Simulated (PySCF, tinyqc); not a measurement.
Inside a calculation (part 1 of 2). Method: RHF in the sto-6g basis, for H2F+, spin multiplicity 1. The lowest restricted solution is unstable here: a spin-polarised one lies 0.0001 hartree lower (PySCF). Computed by tinyqc, a small Python program that keeps every step (integrals from PySCF). Settings: charge = 1, multiplicity = 1, basis = sto-6g, energy threshold = 1e-08, iteration cap = 57, orthogonalisation = symmetric, start = core, DIIS depth = 8, DIIS from iteration = 3, method = RHF. Command: `OMP_NUM_THREADS=1 python tinyqc.py 25578 25579 out.jsonl` (the two numbers bound the seeds that draw the settings). One thread of a shared host (Intel(R) Xeon(R) Processor @ 2.60GHz), about 0.1 s of CPU time with the checks. Later iterations appear only in the table of the cycle.

## One-electron integrals

Geometry (angstrom):
```
atom         x          y         z
F     0.000000   0.000000  0.000000
H     0.000000   1.122000  0.756000
H     0.000000  -1.139000  0.767000
```

Basis sto-6g: exponents (1/bohr^2) and contraction coefficients of normalised primitives:
```
element  l (shell)     exponent  coefficient
F            s (1)  1728.626574     0.009164
F            s (1)   316.941790     0.049361
F            s (1)    88.668891     0.168538
F            s (1)    30.460157     0.370563
F            s (1)    11.828570     0.416492
F            s (1)     4.871659     0.130334
F            s (2)    67.032281    -0.013253
F            s (2)    13.267438    -0.046992
F            s (2)     4.123510    -0.033785
F            s (2)     1.586463     0.250242
F            s (2)     0.689002     0.595117
F            s (2)     0.315820     0.240706
F            p (3)    67.032281     0.003760
F            p (3)    13.267438     0.037679
F            p (3)     4.123510     0.173897
F            p (3)     1.586463     0.418036
F            p (3)     0.689002     0.425860
F            p (3)     0.315820     0.101708
H            s (1)    35.523221     0.009164
H            s (1)     6.513144     0.049361
H            s (1)     1.822143     0.168538
H            s (1)     0.625955     0.370563
H            s (1)     0.243077     0.416492
H            s (1)     0.100112     0.130334
```

Overlap, kinetic and nuclear-attraction integrals over the contracted functions; the nuclear repulsion is the sum of Za Zb / Rab.

nuclear repulsion = 7.22255878 hartree

overlap S, order 1F 1s, 1F 2s, 1F 2px, 1F 2py, 1F 2pz, 2H 1s, 3H 1s:
$$\begin{pmatrix}
1.000000 & 0.232479 & 0.000000 & 0.000000 & 0.000000 & 0.018447 & 0.017601 \\
0.232479 & 1.000000 & 0.000000 & 0.000000 & 0.000000 & 0.219165 & 0.211265 \\
0.000000 & 0.000000 & 1.000000 & 0.000000 & 0.000000 & 0.000000 & 0.000000 \\
0.000000 & 0.000000 & 0.000000 & 1.000000 & 0.000000 & 0.161705 & -0.156582 \\
0.000000 & 0.000000 & 0.000000 & 0.000000 & 1.000000 & 0.108956 & 0.105442 \\
0.018447 & 0.219165 & 0.000000 & 0.161705 & 0.108956 & 1.000000 & 0.078273 \\
0.017601 & 0.211265 & 0.000000 & -0.156582 & 0.105442 & 0.078273 & 1.000000
\end{pmatrix}$$

kinetic energy T (hartree), order 1F 1s, 1F 2s, 1F 2px, 1F 2py, 1F 2pz, 2H 1s, 3H 1s:
$$\begin{pmatrix}
37.397730 & -1.143349 & 0.000000 & 0.000000 & 0.000000 & -0.005119 & -0.005001 \\
-1.143349 & 1.082297 & 0.000000 & 0.000000 & 0.000000 & -0.000958 & -0.003220 \\
0.000000 & 0.000000 & 3.251325 & 0.000000 & 0.000000 & 0.000000 & 0.000000 \\
0.000000 & 0.000000 & 0.000000 & 3.251325 & 0.000000 & 0.041485 & -0.037353 \\
0.000000 & 0.000000 & 0.000000 & 0.000000 & 3.251325 & 0.027953 & 0.025154 \\
-0.005119 & -0.000958 & 0.000000 & 0.041485 & 0.027953 & 0.768522 & -0.011804 \\
-0.005001 & -0.003220 & 0.000000 & -0.037353 & 0.025154 & -0.011804 & 0.768522
\end{pmatrix}$$

nuclear attraction V (hartree), order 1F 1s, 1F 2s, 1F 2px, 1F 2py, 1F 2pz, 2H 1s, 3H 1s:
$$\begin{pmatrix}
-78.598953 & -8.046231 & 0.000000 & -0.000176 & -0.008055 & -0.728544 & -0.694986 \\
-8.046231 & -12.251708 & 0.000000 & -0.002061 & -0.095116 & -1.864174 & -1.788853 \\
0.000000 & 0.000000 & -12.224432 & 0.000000 & 0.000000 & 0.000000 & 0.000000 \\
-0.000176 & -0.002061 & 0.000000 & -12.279672 & -0.000812 & -1.173280 & 1.129134 \\
-0.008055 & -0.095116 & 0.000000 & -0.000812 & -12.249496 & -0.806210 & -0.775765 \\
-0.728544 & -1.864174 & 0.000000 & -1.173280 & -0.806210 & -4.967872 & -0.441959 \\
-0.694986 & -1.788853 & 0.000000 & 1.129134 & -0.775765 & -0.441959 & -4.918401
\end{pmatrix}$$

core Hamiltonian H = T + V (hartree), order 1F 1s, 1F 2s, 1F 2px, 1F 2py, 1F 2pz, 2H 1s, 3H 1s:
$$\begin{pmatrix}
-41.201224 & -9.189580 & 0.000000 & -0.000176 & -0.008055 & -0.733664 & -0.699987 \\
-9.189580 & -11.169411 & 0.000000 & -0.002061 & -0.095116 & -1.865132 & -1.792072 \\
0.000000 & 0.000000 & -8.973106 & 0.000000 & 0.000000 & 0.000000 & 0.000000 \\
-0.000176 & -0.002061 & 0.000000 & -9.028346 & -0.000812 & -1.131795 & 1.091780 \\
-0.008055 & -0.095116 & 0.000000 & -0.000812 & -8.998171 & -0.778257 & -0.750611 \\
-0.733664 & -1.865132 & 0.000000 & -1.131795 & -0.778257 & -4.199350 & -0.453764 \\
-0.699987 & -1.792072 & 0.000000 & 1.091780 & -0.750611 & -0.453764 & -4.149879
\end{pmatrix}$$

## Two-electron integrals

Functions are numbered as in S; the eight-fold symmetry (ij|kl) = (ji|kl) = (kl|ij) leaves the list below.

Two-electron integrals (ij|kl) in chemists' order, unique and non-zero (hartree):
```
(11|11) 5.406240    (21|11) 0.768129    (21|21) 0.138909    (22|11) 1.266271
(22|21) 0.283987    (22|22) 0.926367    (31|31) 0.029452    (32|31) 0.044681
(32|32) 0.204753    (33|11) 1.266273    (33|21) 0.283987    (33|22) 0.926366
(33|33) 0.998085    (41|41) 0.029452    (42|41) 0.044681    (42|42) 0.204753
(43|43) 0.053789    (44|11) 1.266273    (44|21) 0.283987    (44|22) 0.926366
(44|33) 0.890506    (44|44) 0.998085    (51|51) 0.029452    (52|51) 0.044681
(52|52) 0.204753    (53|53) 0.053789    (54|54) 0.053789    (55|11) 1.266273
(55|21) 0.283987    (55|22) 0.926366    (55|33) 0.890506    (55|44) 0.890506
(55|55) 0.998085    (61|11) 0.064742    (61|21) 0.011236    (61|22) 0.022511
(61|33) 0.022474    (61|41) 0.000405    (61|42) 0.000797    (61|44) 0.022550
(61|51) 0.000273    (61|52) 0.000537    (61|54) 0.000051    (61|55) 0.022509
(61|61) 0.000924    (62|11) 0.183281    (62|21) 0.041815    (62|22) 0.154635
(62|33) 0.152405    (62|41) 0.002520    (62|42) 0.019874    (62|44) 0.157006
(62|51) 0.001698    (62|52) 0.013391    (62|54) 0.003100    (62|55) 0.154494
(62|61) 0.003391    (62|62) 0.033716    (63|31) 0.004380    (63|32) 0.025961
(63|43) 0.004055    (63|53) 0.002732    (63|63) 0.004652    (64|11) 0.111137
(64|21) 0.025686    (64|22) 0.101423    (64|33) 0.097389    (64|41) 0.005667
(64|42) 0.037733    (64|44) 0.108244    (64|51) 0.000867    (64|52) 0.007932
(64|54) 0.004582    (64|55) 0.098636    (64|61) 0.002161    (64|62) 0.027131
(64|64) 0.026214    (65|11) 0.074884    (65|21) 0.017307    (65|22) 0.068339
(65|33) 0.065621    (65|41) 0.000867    (65|42) 0.007932    (65|44) 0.067470
(65|51) 0.004965    (65|52) 0.031305    (65|54) 0.005301    (65|55) 0.071925
(65|61) 0.001456    (65|62) 0.018281    (65|64) 0.014528    (65|65) 0.014441
(66|11) 0.388164    (66|21) 0.090173    (66|22) 0.384228    (66|33) 0.373625
(66|41) 0.005741    (66|42) 0.064738    (66|44) 0.395501    (66|51) 0.003868
(66|52) 0.043620    (66|54) 0.014740    (66|55) 0.383557    (66|61) 0.007335
(66|62) 0.115963    (66|64) 0.107702    (66|65) 0.072570    (66|66) 0.774999
(71|11) 0.061762    (71|21) 0.010719    (71|22) 0.021478    (71|33) 0.021443
(71|41) -0.000386   (71|42) -0.000761   (71|44) 0.021515    (71|51) 0.000260
(71|52) 0.000512    (71|54) -0.000048   (71|55) 0.021475    (71|61) 0.000870
(71|62) 0.003138    (71|64) 0.001852    (71|65) 0.001350    (71|66) 0.006763
(71|71) 0.000841    (72|11) 0.175905    (72|21) 0.040136    (72|22) 0.148553
(72|33) 0.146412    (72|41) -0.002419   (72|42) -0.019117   (72|44) 0.150832
(72|51) 0.001629    (72|52) 0.012873    (72|54) -0.002977   (72|55) 0.148416
(72|61) 0.003157    (72|62) 0.025446    (72|64) 0.014401    (72|65) 0.013420
(72|66) 0.069292    (72|71) 0.003105    (72|72) 0.031212    (73|31) 0.004191
(73|32) 0.024885    (73|43) -0.003896   (73|53) 0.002624    (73|63) 0.003353
(73|73) 0.004293    (74|11) -0.107066   (74|21) -0.024747   (74|22) -0.097786
(74|33) -0.093912   (74|41) 0.005427    (74|42) 0.036220    (74|44) -0.104339
(74|51) -0.000832   (74|52) -0.007632   (74|54) 0.004398    (74|55) -0.095107
(74|61) -0.001871   (74|62) -0.014473   (74|64) -0.005184   (74|65) -0.007510
(74|66) -0.038194   (74|71) -0.001986   (74|72) -0.025205   (74|74) 0.024390
(75|11) 0.072098    (75|21) 0.016664    (75|22) 0.065849    (75|33) 0.063240
(75|41) -0.000832   (75|42) -0.007632   (75|44) 0.065014    (75|51) 0.004752
(75|52) 0.030025    (75|54) -0.005091   (75|55) 0.069292    (75|61) 0.001362
(75|62) 0.013449    (75|64) 0.007495    (75|65) 0.010323    (75|66) 0.039822
(75|71) 0.001337    (75|72) 0.016973    (75|74) -0.013533   (75|75) 0.013406
(76|11) 0.040348    (76|21) 0.009321    (76|22) 0.038037    (76|33) 0.037353
(76|41) -2.42e-06   (76|42) -0.000028   (76|44) 0.037983    (76|51) 0.000577
(76|52) 0.005684    (76|54) -0.000005   (76|55) 0.038774    (76|61) 0.000747
(76|62) 0.008519    (76|64) 0.006083    (76|65) 0.005308    (76|66) 0.033984
(76|71) 0.000713    (76|72) 0.008224    (76|74) -0.005911   (76|75) 0.005139
(76|76) 0.002952    (77|11) 0.382676    (77|21) 0.088903    (77|22) 0.379074
(77|33) 0.368781    (77|41) -0.005595   (77|42) -0.063279   (77|44) 0.390026
(77|51) 0.003768    (77|52) 0.042612    (77|54) -0.014306   (77|55) 0.378415
(77|61) 0.006990    (77|62) 0.071191    (77|64) 0.039139    (77|65) 0.040772
(77|66) 0.233726    (77|71) 0.006897    (77|72) 0.110633    (77|74) -0.103076
(77|75) 0.069411    (77|76) 0.033984    (77|77) 0.774999
```

## Orthogonalisation

S = U s U^T; symmetric (Loewdin) form X = U s^(-1/2) U^T, so that X^T S X = 1.

eigenvalues of S: [0.633609, 0.732603, 0.912720, 1.000000, 1.087456, 1.189234, 1.444378]

X, order 1F 1s, 1F 2s, 1F 2px, 1F 2py, 1F 2pz, 2H 1s, 3H 1s:
$$\begin{pmatrix}
1.021654 & -0.124573 & 0.000000 & -0.000106 & -0.002049 & 0.010665 & 0.010291 \\
-0.124573 & 1.058352 & 0.000000 & 0.001034 & 0.018107 & -0.113899 & -0.109016 \\
0.000000 & 0.000000 & 1.000000 & 0.000000 & 0.000000 & 0.000000 & 0.000000 \\
-0.000106 & 0.001034 & 0.000000 & 1.021183 & 0.000476 & -0.089079 & 0.086145 \\
-0.002049 & 0.018107 & 0.000000 & 0.000476 & 1.008803 & -0.055490 & -0.053331 \\
0.010665 & -0.113899 & 0.000000 & -0.089079 & -0.055490 & 1.035923 & -0.029607 \\
0.010291 & -0.109016 & 0.000000 & 0.086145 & -0.053331 & -0.029607 & 1.033434
\end{pmatrix}$$

## Starting guess

The start is the orbitals of the core Hamiltonian; D = 2 C_occ C_occ^T.

D at the start, order 1F 1s, 1F 2s, 1F 2px, 1F 2py, 1F 2pz, 2H 1s, 3H 1s:
$$\begin{pmatrix}
2.117885 & -0.512402 & 0.000000 & -0.000574 & -0.010684 & 0.036776 & 0.035292 \\
-0.512402 & 2.224793 & 0.000000 & 0.003339 & 0.059076 & -0.152339 & -0.146077 \\
0.000000 & 0.000000 & 2.000000 & 0.000000 & 0.000000 & 0.000000 & 0.000000 \\
-0.000574 & 0.003339 & 0.000000 & 2.075001 & 0.001660 & -0.151112 & 0.146100 \\
-0.010684 & 0.059076 & 0.000000 & 0.001660 & 2.030887 & -0.092905 & -0.089366 \\
0.036776 & -0.152339 & 0.000000 & -0.151112 & -0.092905 & 0.025285 & 0.003108 \\
0.035292 & -0.146077 & 0.000000 & 0.146100 & -0.089366 & 0.003108 & 0.023521
\end{pmatrix}$$

## Iteration 1: building the Fock matrix

J_ij = sum D_kl (ij|kl), K_ij = sum D_kl (ik|jl); F = H + J - 0.5 K; E = tr D H + tr D J / 2 - 0.25 tr D K + E_nn.

Coulomb J (hartree), order 1F 1s, 1F 2s, 1F 2px, 1F 2py, 1F 2pz, 2H 1s, 3H 1s:
$$\begin{pmatrix}
21.040803 & 3.810617 & 0.000000 & 0.000080 & 0.001608 & 0.310015 & 0.295763 \\
3.810617 & 9.955880 & 0.000000 & 0.000069 & 0.001802 & 1.604584 & 1.541223 \\
0.000000 & 0.000000 & 9.956189 & 0.000000 & 0.000000 & 0.000000 & 0.000000 \\
0.000080 & 0.000069 & 0.000000 & 9.955644 & -0.000035 & 1.033603 & -0.996484 \\
0.001608 & 0.001802 & 0.000000 & -0.000035 & 9.955803 & 0.696299 & 0.670882 \\
0.310015 & 1.604584 & 0.000000 & 1.033603 & 0.696299 & 3.843361 & 0.384762 \\
0.295763 & 1.541223 & 0.000000 & -0.996484 & 0.670882 & 0.384762 & 3.792002
\end{pmatrix}$$

exchange K (hartree), order 1F 1s, 1F 2s, 1F 2px, 1F 2py, 1F 2pz, 2H 1s, 3H 1s:
$$\begin{pmatrix}
11.153772 & 1.805177 & 0.000000 & 0.000029 & 0.000576 & 0.159754 & 0.152497 \\
1.805177 & 3.215092 & 0.000000 & 0.000182 & 0.005225 & 0.448779 & 0.430927 \\
0.000000 & 0.000000 & 2.671479 & 0.000000 & 0.000000 & 0.000000 & 0.000000 \\
0.000029 & 0.000182 & 0.000000 & 2.675052 & -0.000014 & 0.218104 & -0.210496 \\
0.000576 & 0.005225 & 0.000000 & -0.000014 & 2.672605 & 0.146604 & 0.141289 \\
0.159754 & 0.448779 & 0.000000 & 0.218104 & 0.146604 & 0.106316 & 0.054600 \\
0.152497 & 0.430927 & 0.000000 & -0.210496 & 0.141289 & 0.054600 & 0.098755
\end{pmatrix}$$

Fock matrix F (hartree), order 1F 1s, 1F 2s, 1F 2px, 1F 2py, 1F 2pz, 2H 1s, 3H 1s:
$$\begin{pmatrix}
-25.737307 & -6.281551 & 0.000000 & -0.000111 & -0.006735 & -0.503526 & -0.480472 \\
-6.281551 & -2.821077 & 0.000000 & -0.002083 & -0.095927 & -0.484938 & -0.466312 \\
0.000000 & 0.000000 & -0.352656 & 0.000000 & 0.000000 & 0.000000 & 0.000000 \\
-0.000111 & -0.002083 & 0.000000 & -0.410228 & -0.000840 & -0.207245 & 0.200545 \\
-0.006735 & -0.095927 & 0.000000 & -0.000840 & -0.378671 & -0.155260 & -0.150373 \\
-0.503526 & -0.484938 & 0.000000 & -0.207245 & -0.155260 & -0.409147 & -0.096302 \\
-0.480472 & -0.466312 & 0.000000 & 0.200545 & -0.150373 & -0.096302 & -0.407254
\end{pmatrix}$$

total energy of this density = -98.90252951 hartree

## Iteration 1: diagonalisation and new density

Diagonalise F' = X^T F X, C = X C', fill 5 alpha and 5 beta electrons from the bottom; D = 2 C_occ C_occ^T. Each column has its largest component positive (the first on a tie).

F' = X^T F X (hartree):
$$\begin{pmatrix}
-25.327589 & -3.150997 & 0.000000 & -0.000351 & -0.006244 & -0.042874 & -0.039175 \\
-3.150997 & -1.720867 & 0.000000 & -0.000249 & -0.062981 & -0.191729 & -0.183456 \\
0.000000 & 0.000000 & -0.352656 & 0.000000 & 0.000000 & 0.000000 & 0.000000 \\
-0.000351 & -0.000249 & 0.000000 & -0.359596 & 0.000260 & -0.161577 & 0.156330 \\
-0.006244 & -0.062981 & 0.000000 & 0.000260 & -0.357180 & -0.107915 & -0.103888 \\
-0.042874 & -0.191729 & 0.000000 & -0.161577 & -0.107915 & -0.306329 & -0.025639 \\
-0.039175 & -0.183456 & 0.000000 & 0.156330 & -0.103888 & -0.025639 & -0.311873
\end{pmatrix}$$

orbital energies (hartree): MO1 -25.741285, MO2 -1.379633, MO3 -0.549518, MO4 -0.445337, MO5 -0.352656, MO6 -0.174522, MO7 -0.093140

coefficients C, order 1F 1s, 1F 2s, 1F 2px, 1F 2py, 1F 2pz, 2H 1s, 3H 1s:
$$\begin{pmatrix}
0.996808 & -0.244619 & 0.001699 & 0.061436 & 0.000000 & -0.047531 & -0.004285 \\
0.013623 & 0.989428 & -0.008812 & -0.311936 & 0.000000 & 0.289063 & 0.026831 \\
0.000000 & 0.000000 & 0.000000 & 0.000000 & 1.000000 & 0.000000 & 0.000000 \\
0.000023 & 0.002115 & 0.700055 & -0.004809 & 0.000000 & -0.050767 & 0.751991 \\
0.000638 & 0.093808 & 0.007901 & 0.756598 & 0.000000 & 0.663865 & 0.043810 \\
-0.001599 & 0.065317 & 0.420629 & 0.373634 & 0.000000 & -0.567256 & -0.674932 \\
-0.001535 & 0.062869 & -0.416815 & 0.387488 & 0.000000 & -0.648685 & 0.585227
\end{pmatrix}$$

D after iteration 1, order 1F 1s, 1F 2s, 1F 2px, 1F 2py, 1F 2pz, 2H 1s, 3H 1s:
$$\begin{pmatrix}
2.114484 & -0.495265 & 0.000000 & 0.000799 & 0.048371 & 0.012195 & 0.012377 \\
-0.495265 & 2.153072 & 0.000000 & -0.005152 & -0.286510 & -0.111302 & -0.110031 \\
0.000000 & 0.000000 & 2.000000 & 0.000000 & 0.000000 & 0.000000 & 0.000000 \\
0.000799 & -0.005152 & 0.000000 & 0.980210 & 0.004182 & 0.585610 & -0.587048 \\
0.048371 & -0.286510 & 0.000000 & 0.004182 & 1.162606 & 0.584280 & 0.591551 \\
0.012195 & -0.111302 & 0.000000 & 0.585610 & 0.584280 & 0.641600 & -0.052874 \\
0.012377 & -0.110031 & 0.000000 & -0.587048 & 0.591551 & -0.052874 & 0.655672
\end{pmatrix}$$

## Iteration 2: building the Fock matrix

As before.

Coulomb J (hartree), order 1F 1s, 1F 2s, 1F 2px, 1F 2py, 1F 2pz, 2H 1s, 3H 1s:
$$\begin{pmatrix}
19.490825 & 3.471193 & 0.000000 & -0.000133 & -0.005171 & 0.283014 & 0.270008 \\
3.471193 & 9.044888 & 0.000000 & -0.000300 & 0.026888 & 1.502982 & 1.444176 \\
0.000000 & 0.000000 & 9.083437 & 0.000000 & 0.000000 & 0.000000 & 0.000000 \\
-0.000133 & -0.000300 & 0.000000 & 9.028850 & 0.000867 & 0.986323 & -0.951407 \\
-0.005171 & 0.026888 & 0.000000 & 0.000867 & 9.022374 & 0.672537 & 0.648223 \\
0.283014 & 1.502982 & 0.000000 & 0.986323 & 0.672537 & 4.023491 & 0.378245 \\
0.270008 & 1.444176 & 0.000000 & -0.951407 & 0.648223 & 0.378245 & 3.984847
\end{pmatrix}$$

exchange K (hartree), order 1F 1s, 1F 2s, 1F 2px, 1F 2py, 1F 2pz, 2H 1s, 3H 1s:
$$\begin{pmatrix}
11.092504 & 1.725814 & 0.000000 & 0.000041 & 0.000734 & 0.154855 & 0.147953 \\
1.725814 & 2.906118 & 0.000000 & -0.000907 & -0.077238 & 0.543354 & 0.523735 \\
0.000000 & 0.000000 & 2.580316 & 0.000000 & 0.000000 & 0.000000 & 0.000000 \\
0.000041 & -0.000907 & 0.000000 & 1.884413 & 0.007215 & 0.457312 & -0.447581 \\
0.000734 & -0.077238 & 0.000000 & 0.007215 & 1.961389 & 0.383318 & 0.377406 \\
0.154855 & 0.543354 & 0.000000 & 0.457312 & 0.383318 & 0.790658 & 0.089146 \\
0.147953 & 0.523735 & 0.000000 & -0.447581 & 0.377406 & 0.089146 & 0.787207
\end{pmatrix}$$

Fock matrix F (hartree), order 1F 1s, 1F 2s, 1F 2px, 1F 2py, 1F 2pz, 2H 1s, 3H 1s:
$$\begin{pmatrix}
-27.256651 & -6.581293 & 0.000000 & -0.000330 & -0.013592 & -0.528078 & -0.503956 \\
-6.581293 & -3.577582 & 0.000000 & -0.001907 & -0.029609 & -0.633827 & -0.609763 \\
0.000000 & 0.000000 & -1.179828 & 0.000000 & 0.000000 & 0.000000 & 0.000000 \\
-0.000330 & -0.001907 & 0.000000 & -0.941702 & -0.003552 & -0.374129 & 0.364164 \\
-0.013592 & -0.029609 & 0.000000 & -0.003552 & -0.956491 & -0.297379 & -0.291091 \\
-0.528078 & -0.633827 & 0.000000 & -0.374129 & -0.297379 & -0.571187 & -0.120091 \\
-0.503956 & -0.609763 & 0.000000 & 0.364164 & -0.291091 & -0.120091 & -0.558635
\end{pmatrix}$$

total energy of this density = -99.52300020 hartree

## Iteration 2: diagonalisation and new density

As before.

F' = X^T F X (hartree):
$$\begin{pmatrix}
-26.849121 & -3.188509 & 0.000000 & -0.000636 & -0.023369 & -0.041823 & -0.038100 \\
-3.188509 & -2.446077 & 0.000000 & 0.000613 & 0.031578 & -0.252326 & -0.242481 \\
0.000000 & 0.000000 & -1.179828 & 0.000000 & 0.000000 & 0.000000 & 0.000000 \\
-0.000636 & 0.000613 & 0.000000 & -0.856722 & -0.001972 & -0.284275 & 0.278010 \\
-0.023369 & 0.031578 & 0.000000 & -0.001972 & -0.912454 & -0.221002 & -0.217095 \\
-0.041823 & -0.252326 & 0.000000 & -0.284275 & -0.221002 & -0.412147 & -0.030324 \\
-0.038100 & -0.242481 & 0.000000 & 0.278010 & -0.217095 & -0.030324 & -0.409576
\end{pmatrix}$$

orbital energies (hartree): MO1 -27.259247, MO2 -2.106440, MO3 -1.179828, MO4 -1.082682, MO5 -1.052341, MO6 -0.230298, MO7 -0.155088

coefficients C, order 1F 1s, 1F 2s, 1F 2px, 1F 2py, 1F 2pz, 2H 1s, 3H 1s:
$$\begin{pmatrix}
0.997479 & -0.246195 & 0.000000 & 0.005115 & 0.028555 & 0.055625 & 0.002837 \\
0.010808 & 1.011005 & 0.000000 & -0.028237 & -0.158199 & -0.335280 & -0.018138 \\
0.000000 & 0.000000 & 1.000000 & 0.000000 & 0.000000 & 0.000000 & 0.000000 \\
0.000027 & 0.001693 & 0.000000 & 0.818655 & -0.119476 & 0.016864 & -0.611077 \\
0.000765 & 0.027213 & 0.000000 & 0.125394 & 0.876114 & -0.489429 & -0.018920 \\
-0.001214 & 0.035189 & 0.000000 & 0.328114 & 0.202207 & 0.653001 & 0.722438 \\
-0.001160 & 0.033505 & 0.000000 & -0.255388 & 0.287283 & 0.699858 & -0.672635
\end{pmatrix}$$

D after iteration 2, order 1F 1s, 1F 2s, 1F 2px, 1F 2py, 1F 2pz, 2H 1s, 3H 1s:
$$\begin{pmatrix}
2.112835 & -0.485571 & 0.000000 & 0.000772 & 0.039444 & -0.004843 & -0.005017 \\
-0.485571 & 2.096143 & 0.000000 & -0.005007 & -0.229239 & -0.011382 & -0.008752 \\
0.000000 & 0.000000 & 2.000000 & 0.000000 & 0.000000 & 0.000000 & 0.000000 \\
0.000772 & -0.005007 & 0.000000 & 1.368946 & -0.003949 & 0.489025 & -0.486683 \\
0.039444 & -0.229239 & 0.000000 & -0.003949 & 1.568080 & 0.438512 & 0.441159 \\
-0.004843 & -0.011382 & 0.000000 & 0.489025 & 0.438512 & 0.299572 & -0.049051 \\
-0.005017 & -0.008752 & 0.000000 & -0.486683 & 0.441159 & -0.049051 & 0.297758
\end{pmatrix}$$
